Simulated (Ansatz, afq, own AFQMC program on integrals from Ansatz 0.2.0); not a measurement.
**P, quartet: AFQMC among the cluster methods**

A free P atom.

Basis def2-SVP. Only valence electrons are correlated. Integrals, coupled cluster, full CI and functionals: Ansatz 0.2.0; the random walks run on the same integrals in our own AFQMC program. The CISD trial takes its coefficients from CCSD amplitudes. Released means that phaseless walkers are propagated on without the constraint, phases kept. Free projection: walkers drawn from exp(T), propagated without any constraint. Its projection time is finite, and what remains of the start isn't in its error. Error bars are statistical, one sigma.

Determinant: UHF, the one that the program's search chose, which needn't be the lowest solution.

Full CI on the same integrals is exact in this basis and with this determinant's frozen core.

The T1 diagnostic is 0.0053, the weight of the determinant in the CISD state is 0.952 and the ⟨S²⟩ of the determinant is 3.750. The size of the correlated space is 5 electrons in 13 orbitals.

| level | correlation energy (eV) |
| --- | --- |
| MP2 | -1.6706 |
| CCSD | -2.1349 |
| CCSD(T) | -2.1628 |

Estimate where phaseless AFQMC with a CISD trial lies against CCSD(T) on the same integrals.

0.21 ± 0.01 kcal/mol below CCSD(T).

Reference: full CI, correlation energy -2.172 eV. The released energy is read at 1.50 1/Eh (meV from the phaseless value at times in 1/Eh: -0.2 ± 0.6 at 0.24, -0.1 ± 0.4 at 0.50, -0.5 ± 0.3 at 1.00, -0.27 ± 0.23 at 1.50).

```csv
level,E − E(reference) (kcal/mol),share of correlation (%)
CCSD(T),0.22,99.56
CCSDT,0.04,99.91
CCSDT(Q),0.01,99.98
CCSDTQ,0.00,100.00
ph-AFQMC/HF,-0.08 ± 0.26,100.17
ph-AFQMC/CISD,0.01 ± 0.01,99.99
released AFQMC,0.00 ± 0.005,100.00
free AFQMC,0.00 ± 0.005,100.01
```

CCSDT and higher add their correlation energy to the determinant of the CCSD(T) run, since their own runs factorise the integrals more tightly (a shift of under 2 meV). Free projections are given only where their last times agree within the noise and don't stop above the reference; a slow remainder of the start can still hide under it. A walk keeps the symmetry of its determinant, which the program's search chose and which needn't be the lowest solution, so a lower state of the same spin and another symmetry isn't excluded. Released energies are given only where the last usable release times agree within the noise; a slower fall can still hide under it.
